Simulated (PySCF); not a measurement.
Static response to an electric field

C2H8Si.
Numbering: `[CH3:1][CH2:2][SiH3:3]` (hydrogens: H4, H5, H6 on C1; H7, H8 on C2; H9, H10, H11 on Si3)

Cartesian coordinates in Å at the GFN2-xTB level; atoms count from 1:
```
atom  x, y, z in Å
C1    -1.292    0.538    0.194
C2    -0.300   -0.619    0.183
Si3    1.456   -0.088   -0.320
H4    -2.286    0.199    0.485
H5    -0.978    1.307    0.896
H6    -1.365    0.991   -0.793
H7    -0.277   -1.076    1.175
H8    -0.661   -1.390   -0.501
H9     1.425    0.486   -1.668
H10    1.953    0.916    0.624
H11    2.332   -1.261   -0.301
```

Level: B3LYP/def2-SVPD (PySCF), static field, nuclei fixed, core orbitals frozen in the response. The polarisability tensor in these axes (au):

```
x   61.38 -1.34 -2.51
y   -1.34 51.91 -0.18
z   -2.51 -0.18 49.95
```

Q: Diagonalise the tensor; give its mean and Δα, where Δα² is half the sum of the squared differences of the eigenvalues.

A: Principal values 49.34, 51.84 and 62.07 au; mean 54.41 au = 8.06 Å³ = 8.97 × 10⁻⁴⁰ C²·m²/J; Δα = 11.68 au (21 % of the mean).

Q: What is the dipole moment, and where does it point?

A: (-0.61, -0.18, 0.17) D, 0.66 D in size, pointing from the negative to the positive side. Measured along this direction, the outermost atoms are H10, H9 and H11 at the negative end and H4 at the positive end.

Q: Find the Langevin capture rate constant for H3+ (3.023 u) meeting this molecule (60.040 u), k = 2.342 × 10⁻⁹ cm³/s × √(α in Å³ / reduced mass in u).

A: The reduced mass is 2.88 u, so k = 3.92 × 10⁻⁹ cm³/s. The formula leaves out the permanent dipole, which adds to the capture rate.

Q: Give the principal axes and the span of the nuclei along them.

A: Largest value along (0.97, -0.12, -0.20), where the nuclei span 4.83 Å; middle along (0.08, 0.98, -0.20), 2.33 Å; least along (0.22, 0.18, 0.96), 2.39 Å. 

Q: How large is μ²/3kT at 350 K beside α?

A: In Gaussian units μ²/3kT = 2.96 Å³ against 8.06 Å³, a ratio of 0.37; the Debye molar polarisation (4π/3)N_A(α + μ²/3kT) is 27.8 cm³/mol, leaving out the vibrational part.

Q: In TDDFT the mean static polarisability is Σ f/ω² over all singlet excitations (ω in hartree). How much of it do the 8 lowest give? Their energies (eV) and oscillator strengths: 7.54, 0.0106; 8.26, 0.0103; 8.41, 0.0112; 8.44, 0.2354; 8.54, 0.0560; 8.60, 0.0011; 8.79, 0.0114; 9.02, 0.0039.

A: They add up to 3.54 au, 6.5 % of the 54.41 au; the largest single term is 2.45 au, from the state at 8.44 eV. Terms in order: 0.14, 0.11, 0.12, 2.45, 0.57, 0.01, 0.11, 0.04 au. Higher excitations give the rest. The strengths listed sum to 0.340.

Q: Molar refractivity from α?

A: Lorentz–Lorenz: R = (4π/3)N_A α = 2.5225 cm³/(mol·Å³) × 8.06 Å³ = 20.3 cm³/mol, in the limit of long wavelengths.

Isolated species at its GFN2-xTB geometry, gas phase.

These values come from a run that also computed excited states. Hardware: an x86-64 server with one thread, no GPU, on a shared host. Cost: 10 s wall.
